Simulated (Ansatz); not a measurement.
How far each method lies from RCCSDTQ for SO2, singlet

Geometry: MP2(full)/6-31G*, from the G2/97 set.

```yaml
atoms:
  - { symbol: S, position_ang: [0.0000, 0.0000, 0.3699] }
  - { symbol: O, position_ang: [0.0000, 1.2776, -0.3707] }
  - { symbol: O, position_ang: [0.0000, -1.2776, -0.3707] }
```

Basis cc-pV(D+d)Z; Ansatz 0.2.0. Only valence electrons are correlated (noble-gas cores frozen), which leaves 18 electrons in 44 orbitals. R marks a restricted (for open shells ROHF) determinant, U an unrestricted one.

Full CI isn't at hand for all of this; RCCSDTQ serves as the reference, and is uncertain by about the last step of the cluster series. The frozen core follows each run's orbitals, which can shift R against U totals by a few meV.

Unrestricted rows (U) aren't spin-pure: their determinants' ⟨S²⟩ exceeds S(S+1) by up to 0.42, so they mix in states of higher spin.

- UHF ⟨S²⟩: 0.422
- T1 diagnostic (RCCSD): 0.0241
- largest doubles amplitude (RCCSD): 0.114

| level | E − E(RCCSDTQ) (kJ/mol) | share of correlation (%) | wall time |
| --- | --- | --- | --- |
| RHF | 1455.5 | 0.00 | – |
| UHF | 1444.0 | 0.79 | – |
| RMP2 | 54.7 | 96.24 | – |
| UMP2 | 144.3 | 90.08 | – |
| RCCSD | 69.1 | 95.25 | – |
| UCCSD | 72.7 | 95.01 | – |
| RCCSD(T) | 8.6 | 99.41 | 0.75 s |
| UCCSD(T) | 14.5 | 99.00 | 6 s |
| RCCSDT | 7.7 | 99.47 | – |
| RCCSDT(Q) | -1.8 | 100.12 | 4.4 s (H100) |

The correlation energy at RCCSDTQ, counted from RHF, is -15.086 eV. That run took 3.5 min on 2 threads of AMD EPYC 7R13 with a shared H100 80 GB, shared host.

Times hold each run's SCF and search for its determinant on a shared host, so for small cases they say little of a method's own cost; rows without a card ran on 1 thread of AMD EPYC 7R13.

Atomization energy (electronic, same basis, no zero-point term; atoms at the same level, unrestricted beside the R rows where the molecule is a closed shell, with restricted open-shell steps beyond CCSDT(Q)) at RCCSDTQ: 859.8 kJ/mol. Errors of other levels:

| level | error (kJ/mol) |
| --- | --- |
| RHF | -553.7 |
| UHF | -542.1 |
| RMP2 | 87.3 |
| UMP2 | -2.4 |
| RCCSD | -59.4 |
| UCCSD | -62.9 |
| RCCSD(T) | -6.4 |
| UCCSD(T) | -12.3 |
| RCCSDT | -7.0 |
| RCCSDT(Q) | 1.9 |

This basis is far from its limit, so the value isn't to be set against a measured one.
